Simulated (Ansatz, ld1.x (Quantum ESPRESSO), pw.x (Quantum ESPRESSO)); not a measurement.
## Ti (Z = 22): one change to the PAW potential, in the atom and in the diamond crystal

ld1.x (Quantum ESPRESSO) 7.5 input, shortened:

```
&input
   title='Ti', zed=22., rel=1, dft='PW', iswitch=3,
   config='[Ar] 3d2 4s2 4p0'
 /
 &inputp
   pseudotype=3, lpaw=.true., tm=.true., lloc=-1, rcloc=2.25,
   nlcc=.false.,
   which_augfun='BESSEL', rmatch_augfun=1.75
 /
6
3S  1  0   2.00   0.00  1.85  2.15  0.0
4S  2  0   2.00   0.00  1.85  2.15  0.0
3P  2  1   6.00   0.00  1.60  2.15  0.0
4P  3  1   0.00   0.00  1.60  2.15  0.0
3D  3  2   2.00   0.00  2.10  2.30  0.0
3D  3  2   0.00   2.15  2.10  2.30  0.0
 &test
   configts(1)='3s2 3p6 3d2 4s2 4p0'
 /
```

Change: local potential all-electron potential smoothed inside 2.05 bohr (lloc = -2).

Cutoffs, loose and tight: the cutoffs (Ry, on a coarse ladder) from which the occupation-weighted sum of valence levels, in a spherical-Bessel basis at the reference potential, stays within 10 and 1 mRy of its value at 400 Ry. They do not see the model core or the augmentation charge, which bear on the density cutoff. Test errors are all-electron minus pseudo excitation energies from the reference, over the configurations 3s2 3p6 3d2 4s1 4p0; 3s2 3p6 3d2 4s0 4p0; 3s2 3p6 3d1 4s0 4p0; 3s2 3p6 3d2 4s0 4p1; 3s2 3p6 3d3 4s1 4p0; 3s2 3p6 3d2 4s1.5 4p0; 3s2 3p6 3d2 4s1 4p1 (two spin-polarised tests are not counted in the largest error); variants that change the core or the reference have their own tests.

Crystal test: diamond Ti in pw.x 7.5, no spin, 9³ k-points, Fermi–Dirac smearing 0.01 Ry, cutoffs set for each file from its atomic test. The reference is all-electron LAPW (Ansatz 0.2.0) with the same functional, mesh and smearing; V0 and B0 come from Birch–Murnaghan fits to the pressures at five volumes. Errors are pseudo minus all-electron; Δ is the rms difference of the E(V) curves that follow from these fits, minima aligned, over ±6 % about the mean V0. Mesh and smearing are coarse, so the numbers serve the comparison and aren't converged zero-temperature values; the lattice is a test structure that the element need not adopt.

All-electron: a0 = 5.377 Å (V0 = 19.43 Å³/atom), B0 = 35.9 GPa.

Does the change bring the crystal closer to the all-electron result?

The mean pressure error goes from +3.66 to +2.53 GPa, so the change moves the solid closer to the all-electron pressures. Neither pressure curve crosses zero within the volumes sampled, so no fits are given.

| quantity | base | changed |
| --- | --- | --- |
| outcome (atom) | generated | generated |
| cutoff, loose (atom) | 21 Ry | 21 Ry |
| cutoff, tight (atom) | 35 Ry | 35 Ry |
| bound ghosts (atom) | none | none |
| largest test error (meV) (atom) | +18 over the solved tests; 1 of 9 tests not solved or not reliable | +6.9 over the solved tests; 1 of 9 tests not solved or not reliable |
| cutoffs in pw.x (Ry) | 45/360 | 45/360 |
| mean pressure error (GPa) | +3.66 | +2.53 |

Base: The largest radius (2.30 bohr) exceeds half the bond length (2.20 bohr), so the spheres overlap, which is one possible source of error among others. This is a poor potential for the solid. Atomic configuration tests: 1 of 9 tests not solved or not reliable. Changed file: The largest radius (2.30 bohr) exceeds half the bond length (2.20 bohr), so the spheres overlap, which is one possible source of error among others. This is a poor potential for the solid. Atomic configuration tests: 1 of 9 tests not solved or not reliable. The atomic cutoffs weigh occupied waves only.
